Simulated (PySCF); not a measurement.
A geometry optimisation on `C(CC=S)=C`.

Computed with PBE0-D3(BJ)/def2-SVP geometry optimisation, gas phase (PySCF 2.14.0). Start geometry: GFN2-xTB. The command runs a driver script over a list of jobs; the input below is this job's line of settings and its coordinates in Å.

Command:
```bash
OMP_NUM_THREADS=1 python probes_run.py task.json out
```

Input:
```
{"job": {"xc": "PBE0", "basis": "def2-SVP", "d3": "d3bj", "grid": 1, "kind": "geom"}, "charge": 0, "multiplicity": 1}
C     -1.711598     0.594217     0.158725
C     -0.658483    -0.090957     0.560613
C      0.383146    -0.661320    -0.363376
C      1.622559     0.153624    -0.246433
S      3.033507    -0.393533     0.313322
H     -1.911317     0.775474    -0.885097
H     -2.426947     0.993957     0.856854
H     -0.472547    -0.256068     1.613031
H      0.020037    -0.610119    -1.393717
H      0.597729    -1.698550    -0.100360
H      1.529338     1.195944    -0.539525
```

Output:
```
step   0  E = -553.61133274  max force = 0.012050
step   1  E = -553.61279498  max force = 0.003613
step   2  E = -553.61275523  max force = 0.002631
step   3  E = -553.61282148  max force = 0.001044
step   4  E = -553.61283034  max force = 0.000119
optimisation converged
```

Energies in Eh; «max force» is the largest Cartesian gradient component in Eh/bohr.

Question: How much energy does the optimisation release, in kcal/mol?

Answer: E(step 0) − E(last step) = 0.001498 Eh, which is 0.9 kcal/mol.

Main results: final energy -553.61283 Eh after 4 steps; dipole 2.23 D.

Question: Where do the atoms end?

Answer: 0.042 Å rms from the input after alignment:
```
atom  x, y, z in Å
C1    -1.8732    0.5232    0.1093
C2    -0.7918   -0.1444    0.5123
C3     0.2604   -0.7102   -0.4005
C4     1.5373    0.0628   -0.2640
S5     2.9385   -0.5056    0.3015
H6    -2.0825    0.6863   -0.9531
H7    -2.5950    0.9235    0.8259
H8    -0.6102   -0.2852    1.5846
H9    -0.0839   -0.6341   -1.4474
H10    0.4555   -1.7690   -0.1704
H11    1.4538    1.1216   -0.5652
```

Question: Estimate the wall time. Hardware: one thread, Arm Neoverse V1 (aarch64), shared host with 32 logical CPUs at a one-minute load of 12. And the peak memory of the process?

Answer: About 18 s, with 0.42 GiB resident at the peak, the Python interpreter and its libraries included.
Labels such as C1 count atoms from 1, the log's own numbers from 0.
